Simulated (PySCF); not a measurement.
**AlOCl: calculation against measurement**

Isolated AlOCl, optimised in PySCF with density fitting and no spin–orbit coupling; def2 sets carry scalar-relativistic core potentials from Rb on. All levels below give a singlet of C∞v symmetry: PBE0/def2-TZVP Al–Cl 2.059 Å, Al–O 1.592 Å, Cl–Al–O 180.0°; B3LYP/def2-TZVP Al–Cl 2.068 Å, Al–O 1.597 Å, Cl–Al–O 180.0°.

Counting electrons, aluminium keeps none of its valence electrons outside its bonds, so the VSEPR class is AX2 and the expected shape is linear; with unlike ligands the computed point group is C∞v.

Measured fundamentals (Jacox, Vibrational and Electronic Energy Levels of Polyatomic Transient Molecules, as compiled in the NIST Chemistry WebBook) beside computed harmonic wavenumbers, in cm⁻¹:

```
mode as compiled  computed symmetry  measured        medium  PBE0/def2-TZVP  B3LYP/def2-TZVP
   – alo stretch                 σ+      1094  argon matrix            1137             1122
  – alcl stretch                 σ+       490  argon matrix             495              484
```

Q: How close does each level come?

A: Mean absolute differences: PBE0/def2-TZVP 2.4 %, B3LYP/def2-TZVP 1.9 %. The mean ratio of measured to computed values at B3LYP/def2-TZVP is 0.993. Harmonic values should lie a little above fundamentals; matrices shift bands further, usually down by up to a few per cent.

Q: The tabulated gas-phase entropy at 298.15 K and 1 bar is 248.85 J/(mol K) (Chase, 1998, NIST Chemistry WebBook). What do rigid-rotor harmonic-oscillator sums give?

A: PBE0/def2-TZVP 257.2, B3LYP/def2-TZVP 257.7 J/(mol K). Tables of this kind often rest on estimated structures and frequencies for high-temperature species, so a gap need not be the fault of the calculation.

Q: ΔfH°(298 K) is -348.11 kJ/mol (Chase, 1998, NIST Chemistry WebBook), and for the gaseous atoms Al 330.9, O 249.2, Cl 121.3 kJ/mol (tabulated in the package mendeleev). Compare the atomisation enthalpy with the calculations.

A: From the tables it is 330.9 + 249.2 + 121.3 − (-348.1) = 1050 kJ/mol. To a computed De one adds −ZPE (-11.9), the atoms' spin–orbit lowering from NIST levels (-5.3) and the thermal terms (7.5), all taken at PBE0/def2-TZVP.
| level | De (kJ/mol) | ΔatH°(298 K) | computed − tabulated |
| --- | --- | --- | --- |
| PBE0/def2-TZVP | 907 | 897 | -152 |
| B3LYP/def2-TZVP | 907 | 897 | -153 |
